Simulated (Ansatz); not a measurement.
Species: CHN, SMILES `C#N` (charge 0, multiplicity 1).

Task: Give a relaxed geometry from Ansatz (a quantum-chemistry and plane-wave program) with PBE0-D3(BJ)/def2-SVP.

Result: the end point of this relaxation (outside a Z-matrix the atoms follow the SMILES, hydrogens last).
Cartesian coordinates (Å) in one orientation:
```xyz
3

C     -0.025     0.000     0.000
N      1.129    -0.022     0.000
H     -1.104     0.021     0.000
```
